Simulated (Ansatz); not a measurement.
MgMe2 (C₂H₆Mg). The state is a singlet with charge 0. Geometry B3LYP-D4/def2-TZVP; atoms count from 1.

```xyz
9

Mg    0.0040    0.0021   -0.0029
C    -0.0021    1.6923    1.2331
H    -0.3188    2.5906    0.6940
H     0.9901    1.8996    1.6459
H    -0.6830    1.5716    2.0817
C     0.0030   -1.6918   -1.2338
H    -1.0061   -1.9472   -1.5723
H     0.3989   -2.5711   -0.7158
H     0.6141   -1.5461   -2.1301
```

Estimate the Mulliken populations from the PBE0/def2-TZVP orbitals of Ansatz.


```tsv
atom	charge (e)
Mg1	0.76
C2	-0.81
H3	0.14
H4	0.14
H5	0.14
C6	-0.81
H7	0.14
H8	0.14
H9	0.14
```
Mulliken values depend strongly on the basis.

And the Mayer bond orders between heavy atoms (over 0.3)?

Mg1–C2 0.80 (2.09 Å); Mg1–C6 0.80 (2.09 Å).
